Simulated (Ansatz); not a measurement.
Input for Ansatz (development build ahead of 0.2.0):

```yaml
crystal:
  periodic: [false, false, false]
  atoms:
    - { symbol: C, position_ang: [0.0, -0.76522, 0.0] }
    - { symbol: C, position_ang: [0.0, 0.76522, 0.0] }
    - { symbol: H, position_ang: [1.0184, -1.16365, 0.0] }
    - { symbol: H, position_ang: [-0.50925, -1.16359, 0.88196] }
    - { symbol: H, position_ang: [-0.50925, -1.16359, -0.88196] }
    - { symbol: H, position_ang: [-1.0184, 1.16365, 0.0] }
    - { symbol: H, position_ang: [0.50925, 1.16358, 0.88196] }
    - { symbol: H, position_ang: [0.50925, 1.16358, -0.88196] }
basis:
  gaussian: { orbitals: cc-pVTZ }
hamiltonian:
  xc: hf
correlation:
  method: mp2
  frozen_orbitals: { C: 1, H: 0 }
```

The input is written out in the form of the current development build from the run's settings.

The run gave:

```yaml
Converged: yes
Reference_energy: -79.25965 hartree
Correlation_energy: -0.37011 hartree
Total_energy: -79.62977 hartree
Spin_squared_of_the_determinant: 0.000
Stability_test: minimum among restricted orbitals
Occupied_orbitals_by_symmetry_in_an_Abelian_subgroup_alpha;_beta: 4 Ag 1 Au 1 Bg 3 Bu; 4 Ag 1 Au 1 Bg 3 Bu
```
